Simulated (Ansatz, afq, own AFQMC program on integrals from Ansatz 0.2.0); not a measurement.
Two steps: Ansatz 0.2.0 writes the Fock matrix and Cholesky factors of the valence space, and afq projects on them the lowest state that overlaps trial and start.

```yaml
crystal:
  periodic: [false, false, false]
  atoms:
    - {symbol: B, position_ang: [0.000000, 0.043281, 0.670382]}
    - {symbol: C, position_ang: [0.000000, -0.094508, -0.680609]}
    - {symbol: H, position_ang: [0.000000, 1.141823, 1.157994]}
    - {symbol: H, position_ang: [0.000000, -0.915763, 1.385751]}
    - {symbol: H, position_ang: [0.000000, 0.435884, -1.623957]}
basis:
  gaussian: {orbitals: cc-pVDZ}
magnetization: {spin_polarized: false, initial_magnetization: 2}
correlation: {method: ccsd_t, electrons: outside_noble_gas, hamiltonian_folder: ham}
```

```sh
$ ansatz run in.yaml --threads 1 --pin off --events-out ev --progress --plain --max-ram 1382MiB
```

afq runs on the folder ham with

```
--method free --trial cisd --walkers 60 --time-step 0.03 --max-blocks 80 --target-error 0.00038 --factor-cut 1e-05 --seed 3130 --times 0,0.21,0.42,0.81,1.2,1.8,2.4,3 --taylor-order 8
```

Times are imaginary, in 1/Eh. The walk had a cap of 1573 s.

Output of the walk:

```
orbitals 41  electrons 6 4  factors 327 of 393
reference energy -64.17194149 Eh
CCSD correlation -0.20829647 Eh in 11 cycles, weight of the determinant in the CISD state 0.9039
repeat  energy at the last time / Eh  error
    10  -64.385091  0.000755
    20  -64.384917  0.000462
    30  -64.384826  0.000438
    40  -64.385263  0.000412
    50  -64.385788  0.000416
    60  -64.385973  0.000370
time / (1/Eh)  energy / Eh  error  mean overlap
  0.00  -64.380303  0.000116  1.1064
  0.21  -64.382952  0.000127  1.1070
  0.42  -64.384019  0.000145  1.1173
  0.81  -64.385171  0.000198  1.1224
  1.20  -64.385612  0.000242  1.1220
  1.80  -64.385563  0.000229  1.1114
  2.40  -64.385880  0.000316  1.1068
  3.00  -64.385884  0.000370  1.1049
energy -64.385884 +/- 0.000370 Eh
```

The run passed its tests (error under three times the target), which doesn't prove that it has relaxed.

Against this walk (error 10.1 meV) on the same determinant: CCSD(T) 31.0 meV higher, CCSDT(Q) 2.8 meV higher (within the noise). The error is statistical, and a free projection of finite length keeps a remainder of its start.

Cautions: remainder of the start not in the error; lower spins were not checked.

The walk took 4.3 min on 1 thread of Intel(R) Xeon(R) 6975P-C (Granite Rapids) (shared host). The log's last line is the free-projection energy.

CCSDT and higher add their correlation energy to the determinant of the CCSD(T) run, since their own runs factorise the integrals more tightly (a shift of under 2 meV). A walk keeps the symmetry of its determinant, which the program's search chose and which needn't be the lowest solution, so a lower state of the same spin and another symmetry isn't excluded.
